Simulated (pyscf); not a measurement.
Addition across a multiple bond or ene-type step: `[CH]#[CH]` + `[CH2]=[C]=[CH2]` → `[CH]#[C][CH2][CH]=[CH2]`

Gas phase, singlet surface, charge 0. Bonds broken: C5–H8. Bonds formed: C1–C7, C2–H8. PySCF, gas phase, ωB97X-D3(BJ)/def2-SVP geometries. Correlated levels are frozen-core, on RHF or UHF. ΔMP2 is the change of the MP2 total energy from the triple- to the quadruple-zeta basis.

Transition state (Å):

```xyz
11

C     -1.4596    -0.3231     1.1550
C     -2.1814    -0.6128     0.1794
H     -1.2320    -0.3960     2.2103
H     -3.0406    -1.1212    -0.2385
C     -0.6714     0.8245    -1.5674
C      0.0481     1.1046    -0.5535
C      0.2119     0.9259     0.7814
H     -1.5281     0.1102    -1.0389
H     -0.7118     1.0301    -2.6338
H      0.9998     0.2496     1.1340
H     -0.0447     1.7461     1.4625
```

One imaginary mode, 944i cm⁻¹; descent along it reached the two sides named.

```tsv
bond	change	reactant side (Å)	saddle	product side
C5–H8	breaks	1.096	1.234	3.0
C1–C7	forms	3.9	2.120	1.513
C2–H8	forms	3.5	1.560	1.095
```

Electronic energies relative to the separated reactants (kcal/mol):

| level | barrier | reaction energy | reverse barrier |
|---|---|---|---|
| ωB97X-D3(BJ)/def2-TZVP | 34.4 | -40.0 | 74.4 |
| PBE/def2-TZVP | 23.9 | -35.5 | 59.3 |
| r²SCAN/def2-TZVP | 25.3 | -36.7 | 62.0 |
| B3LYP-D3(BJ)/def2-TZVP | 30.6 | -35.4 | 66.0 |
| PBE0-D3(BJ)/def2-TZVP | 27.1 | -40.7 | 67.8 |
| M06-2X/def2-TZVP | 33.6 | -37.1 | 70.7 |
| ωB97M-D3(BJ)/def2-TZVP | 34.5 | -37.0 | 71.5 |
| HF/def2-TZVP | 62.0 | -34.6 | 96.6 |
| MP2/def2-QZVPP | 23.4 | -40.3 | 63.7 |
| CCSD/def2-TZVPP | 39.4 | -37.3 | 76.7 |
| CCSD(T)/def2-TZVPP | 33.2 | -37.2 | 70.4 |
| CCSD(T)/def2-TZVPP + ΔMP2(QZVPP) | 32.8 | -37.4 | 70.2 |

With CCSD(T)/def2-TZVPP + ΔMP2(QZVPP) energies and thermal terms (ideal gas, 1 atm, RRHO with modes under 100 cm⁻¹ raised to 100, one conformer, R ln 2 for rigid chiral ones), in kcal/mol:

```
T (K)   ΔH‡   ΔG‡     ΔH     ΔG
-----  ----  ----  -----  -----
298    31.3  41.5  -33.9  -24.4
600    31.3  51.9  -34.1  -14.8
900    31.7  62.1  -33.8   -5.1
1200   32.2  72.2  -33.3   +4.4
```

HC≡C–CH₂–CH=CH₂ lies 7.3 kcal/mol over its isomer cyclic C₅H₆ (SMILES C=C1C=CC1), and others may lie lower still (electronic energy, ωB97M-D3(BJ)). This is the saddle that the search found; another between the same sides may lie lower. The CCSD(T) − MP2 part came from Ansatz, without density fitting, on the same reference.
